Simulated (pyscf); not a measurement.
`[NH2][SiH]([Cl])[Cl]` + `[OH2]` → `[NH3]` + `[OH][SiH]([Cl])[Cl]`, a four-centre exchange (singlet surface; N–Si, H–O broken, H–N, O–Si formed). Single points on ωB97X-D3(BJ)/def2-SVP structures (PySCF, gas phase). Energies in kJ/mol from the separated reactants.

Small-basis levels: PySCF, no dispersion term, spherical d functions. 

Problem. Quick MP2/6-31G* single points give ΔE‡ = 63.4 kJ/mol and ΔE = -52.7 kJ/mol. What does ωB97M-D3(BJ)/def2-TZVP give, and how far is the quick result from it?

Solution. ωB97M-D3(BJ)/def2-TZVP gives ΔE‡ = 67.6 kJ/mol and ΔE = -45.7 kJ/mol. MP2/6-31G* lies 4.2 kJ/mol under it in the barrier and 7.0 kJ/mol under it in the reaction energy, so on this step it holds to within 12.6 kJ/mol. ωB97M-D3(BJ)/def2-TZVP has limits of its own. On the reactant side the descent ends in a complex (not fully relaxed), 28.3 kJ/mol under the separated species and 95.0 kJ/mol under the saddle at ωB97X-D3(BJ)/def2-TZVP. On the product side the descent ends in an adduct with a N–Si contact, 29.0 kJ/mol under the separated species and 139.5 kJ/mol under the saddle at ωB97X-D3(BJ)/def2-TZVP. What is counted as broken (N–Si) persists as a longer contact in the product adduct; parting that adduct is a step of its own. The same reactants have a lower exit, to H₂N–SiH(OH)–Cl + HCl (barrier +36.7 kJ/mol at ωB97M-D3(BJ)/def2-TZVP, against +67.6 kJ/mol here). This is the saddle that the search found; another between the same sides may lie lower.
